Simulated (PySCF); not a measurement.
NaSi: from constants to spectrum

UHF-CCSD(T) constants of NaSi, ⁴Σ⁻ (quartet), unpaired electrons σ ↑, π ↑↑ (PySCF, no relativity, basis sets Na 6-311G(d,p), Si 6-311G(d,p); masses 22.9898 and 27.9769 u):

| Item | Value |
| --- | --- |
| ωe | 272.4 cm⁻¹ |
| ωexe | 1.46 cm⁻¹ |
| Be | 0.18432 cm⁻¹ |
| αe | 0.00137 cm⁻¹ |
| D (centrifugal) | 3.38e-07 cm⁻¹ |
| De to Na + Si | 1.25 eV |

Task: Give the vibrational terms G(v) and spacings up to v = 6.

Result: G(v) = ωe(v+½) − ωexe(v+½)².

```tsv
v	G(v) (cm⁻¹)	G(v) − G(v−1)	Bv (cm⁻¹)
0	135.8		0.1836
1	405.3	269.5	0.1823
2	671.9	266.6	0.1809
3	935.5	263.6	0.1795
4	1196.2	260.7	0.1782
5	1454.0	257.8	0.1768
6	1708.9	254.9	0.1754
```

Task: How well does the Morse estimate ωe²/(4ωexe) reproduce De, and what is D0?

Result: It gives 1.58 eV, 126 % of the computed De. D0 = De − G(0) = 1.25 − 0.02 = 1.23 eV.

Correlated steps freeze 6 core orbitals. The state is the lowest determinant that a PBE0 search found; another state may lie lower at other levels.
